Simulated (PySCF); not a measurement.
**Dipole moment and polarisability of chloroethene**

Chloroethene, C2H3Cl.
SMILES with atom numbers: `[CH2:1]=[CH:2][Cl:3]` (hydrogens: H4, H5 on C1; H6 on C2)

Geometry (GFN2-xTB, Å), atoms numbered from 1 in this order:
```
atom  x, y, z in Å
C1    -0.6126    0.0364   -0.4049
C2     0.4797    0.1305    0.3258
Cl3    1.4081   -1.2383    0.7998
H4    -1.1636    0.9188   -0.6782
H5    -0.9920   -0.9088   -0.7515
H6     0.8835    1.0633    0.6875
```

Level: CAM-B3LYP/def2-SVPD (PySCF), static field, nuclei fixed, core orbitals frozen in the response. The polarisability tensor in these axes (au):

```
x   44.98 -6.08  9.89
y   -6.08 38.82 -3.02
z    9.89 -3.02 35.29
```

Task: Diagonalise the tensor; give its mean and Δα, where Δα² is half the sum of the squared differences of the eigenvalues.

Result: Principal values 29.07, 35.89 and 54.13 au; mean 39.70 au = 5.88 Å³ = 6.54 × 10⁻⁴⁰ C²·m²/J; Δα = 22.44 au (57 % of the mean).

Task: What is the dipole moment, and where does it point?

Result: (-0.89, 1.12, -0.47) D, 1.50 D in size, pointing from the negative to the positive side. Measured along this direction, the outermost atoms are Cl3 at the negative end and H4 at the positive end.

Task: What molar refraction does this α imply?

Result: Lorentz–Lorenz: R = (4π/3)N_A α = 2.5225 cm³/(mol·Å³) × 5.88 Å³ = 14.8 cm³/mol, in the limit of long wavelengths.

Task: In TDDFT the mean static polarisability is Σ f/ω² over all singlet excitations (ω in hartree). How much of it do the 8 lowest give? Their energies (eV) and oscillator strengths: 6.90, 0.2887; 7.01, 0.0024; 7.36, 0.0004; 7.40, 0.0044; 8.02, 0.0031; 8.21, 0.0046; 8.56, 0.0424; 8.81, 0.0004.

Result: They add up to 5.11 au, 12.9 % of the 39.70 au; the largest single term is 4.49 au, from the state at 6.90 eV. Terms in order: 4.49, 0.04, 0.01, 0.06, 0.04, 0.05, 0.43, 0.00 au. Higher excitations give the rest. The strengths listed sum to 0.346.

Task: What would n − 1 = 2πNα be for an ideal gas of these molecules at 400 K and 1 atm, electronic part alone?

Result: N = p/kT = 1.8347 × 10¹⁹ cm⁻³, so n − 1 = 2π × N × 5.88 × 10⁻²⁴ cm³ = 678 × 10⁻⁶ at long wavelengths.

Isolated species at its GFN2-xTB geometry, gas phase.
